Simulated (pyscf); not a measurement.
Four-centre exchange: H₂P–InH₂ + hydrogen (H₂) → H₂P–InH₂ + hydrogen (H₂)

Gas phase, singlet surface, charge 0. Bonds broken: P1–H3, H7–H8. Bonds formed: P1–H7, H3–H8. Single points on ωB97X-D3(BJ)/def2-SVP structures (PySCF, gas phase).

Transition state (Å):

```xyz
8

P     -1.6213     0.2041     0.4208
In     0.6143    -0.3408    -0.5339
H     -0.5992     0.5181     1.8232
H     -2.2026     0.6031    -0.8626
H      0.9043    -0.1266    -2.2214
H      1.8015    -0.9206     0.5730
H     -1.0920    -1.0265     1.5676
H     -0.5027    -0.4455     2.1893
```

One imaginary mode, 2267i cm⁻¹; descent along it reached the two sides named.

| bond | change | reactant side (Å) | saddle | product side |
|---|---|---|---|---|
| P1–H3 | breaks | 1.427 | 1.763 | 3.4 |
| H7–H8 | breaks | 0.763 | 1.035 | 4.3 |
| P1–H7 | forms | 3.4 | 1.763 | 1.424 |
| H3–H8 | forms | 5.0 | 1.035 | 0.751 |

Electronic energies relative to the separated reactants (kcal/mol):

```
level                   barrier  reaction energy  reverse barrier
----------------------  -------  ---------------  ---------------
ωB97X-D3(BJ)/def2-TZVP     79.4              0.0             79.4
PBE/def2-TZVP              66.8              0.0             66.8
r²SCAN/def2-TZVP           72.0              0.0             72.0
B3LYP-D3(BJ)/def2-TZVP     75.0              0.0             75.0
PBE0-D3(BJ)/def2-TZVP      72.1              0.0             72.1
M06-2X/def2-TZVP           80.0              0.0             80.0
ωB97M-D3(BJ)/def2-TZVP     77.5              0.0             77.5
HF/def2-TZVP              102.0              0.0            102.0
```

With ωB97M-D3(BJ)/def2-TZVP energies and thermal terms (ideal gas, 1 atm, RRHO with modes under 100 cm⁻¹ raised to 100, one conformer, R ln 2 for chiral ones without a mode under 150 cm⁻¹), in kcal/mol:

```csv
T (K),ΔH‡,ΔG‡,ΔH,ΔG
298,76.0,84.5,0.0,0.0
600,75.2,93.4,0.0,0.0
900,75.3,102.5,0.0,0.0
1200,75.8,111.5,0.0,0.0
```

From the product side, PH₂• + InH₂• + H₂ lies, by one bond made or cut, 15.4 kcal/mol under this saddle at ωB97M-D3(BJ)/def2-TZVP. The same reactants have a lower exit, to PH₂• + InH₂• + H₂ (no saddle counted: cutting one bond costs +62.1 kcal/mol at ωB97M-D3(BJ)/def2-TZVP, against +77.5 kcal/mol here). This is the saddle that the search found; another between the same sides may lie lower. Elements past Kr carry the def2 core potentials, without spin-orbit coupling.
